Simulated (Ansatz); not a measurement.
Program: Ansatz. Geometries: PBE0-D4/def2-TZVP. ΔE: electronic, gas phase. CCSD(T)/CBS adds triple-zeta CCSD(T) − MP2 to the extrapolated MP2 energy (def2 sets, frozen cores). This one scheme is used for every species. DFT in def2-TZVPP. One conformer a species, not always the lowest.

Consider the substitution at a C–C bond: `C#CC(C)(C)C` + H₂S → `C#CS` + `CC(C)C`.

Q: Is it downhill or uphill in electronic energy at CCSD(T)/CBS, and by how much? (Best estimate.)

A: Computed: Uphill: ΔE = +31.8 kJ/mol.

Q: What do these levels give: BHLYP-D4, ωB97M-V, B2PLYP, PBE-QIDH, PBE, r2SCAN0, CAM-B3LYP, HF/def2-SVP, MP2/def2-SVP, SCS-MP2/def2-TZVPP, CCSD(T)/def2-TZVPP, HF/def2-QZVPP? (Estimate.)

A: Ansatz gave: BHLYP-D4 27.5, ωB97M-V 29.2, B2PLYP 22.9, PBE-QIDH 27.4, PBE 12.9, r2SCAN0 22.9, CAM-B3LYP 22.4, HF/def2-SVP 34.6, MP2/def2-SVP 39.6, SCS-MP2/def2-TZVPP 32.8, CCSD(T)/def2-TZVPP 33.3, HF/def2-QZVPP 28.4 kJ/mol.

Largest T1 diagnostic among the species: 0.013.

At CCSD(T), def2-SVP lies +5.5 kJ/mol from the extrapolated value and def2-TZVPP +1.5 kJ/mol. Leaving LDA and LC-ωPBE aside and taking each functional with its dispersion term where it has one, the values, not all of them listed here, spread over 11.5 kJ/mol, from PBE-D4 to ωB97M-V. LDA lies +9.4 kJ/mol from PBE without D4.
